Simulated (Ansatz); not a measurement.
**BH3O (triplet): wave-function methods side by side, def2-QZVPP**

The task here is to estimate one member of a computed series from the others.

Method: def2-QZVPP, core rule «outside noble gas», up to 2 orbitals frozen; program: Ansatz 0.2.0, Gaussian basis.

Plan: UHF; ROHF; CCSD(T) on UHF.

2 further runs of the same task are left out: 2 set aside as unsound or not needed.

## The geometry

The geometry is a PBE0/def2-TZVP stationary point (not a proven minimum) of the parent state, kept for this charge and spin.

5 atoms, charge 0, spin multiplicity 3.

Atoms are counted from 1 here; the program's logs count them from 0.

Bond lengths: B1–O2 1.348 Å, B1–H3 1.202 Å, B1–H4 1.196 Å, O2–H5 0.961 Å. Angles: O2–B1–H3 120.6°, O2–B1–H4 116.8°, H3–B1–H4 122.6°, B1–O2–H5 113.5°.

Geometry (Å):

| atom | x (Å) | y (Å) | z (Å) |
| --- | --- | --- | --- |
| B1 | 0.0000 | 0.0591 | 0.7405 |
| O2 | 0.0000 | -0.0998 | -0.5978 |
| H3 | 0.0000 | 1.1582 | 1.2267 |
| H4 | 0.0000 | -0.9374 | 1.4021 |
| H5 | 0.0000 | 0.7297 | -1.0823 |

The first run:

File in.yaml:

```yaml
crystal:
  periodic: [false, false, false]
  atoms:
    - {symbol: B, position_ang: [0.000000, 0.059110, 0.740549]}
    - {symbol: O, position_ang: [0.000000, -0.099827, -0.597826]}
    - {symbol: H, position_ang: [0.000000, 1.158248, 1.226704]}
    - {symbol: H, position_ang: [0.000000, -0.937399, 1.402080]}
    - {symbol: H, position_ang: [0.000000, 0.729726, -1.082284]}
basis:
  gaussian: {orbitals: "def2-QZVPP.json"}
magnetization: {spin_polarized: true, initial_magnetization: 2}
hamiltonian: {xc: hf}
output: {orbitals: {seedname: orbitals}}
```

Started as:

```console
$ ansatz run in.yaml --threads 1 --pin off --events-out ev --progress --plain --max-ram 2393MiB
```

Among the steps run: UHF; ROHF; CCSD(T) on UHF.

One of the session's tables, all rows but one given; the rest of the session is left out.

It belongs to the step «Misses and costs». 

```
  method  from UCCSD(T) (meV)
    ROHF             +11217.9
     UHF             +11038.9
    UMP2                    ?
   UCCSD               +439.6
UCCSD(T)                    0
```

Q: Estimate the row for UMP2 from the others.

The run gave: from UCCSD(T) (meV): +809.2. In the column «from UCCSD(T) (meV)» it lies between UCCSD (+439.6) and UHF (+11038.9).
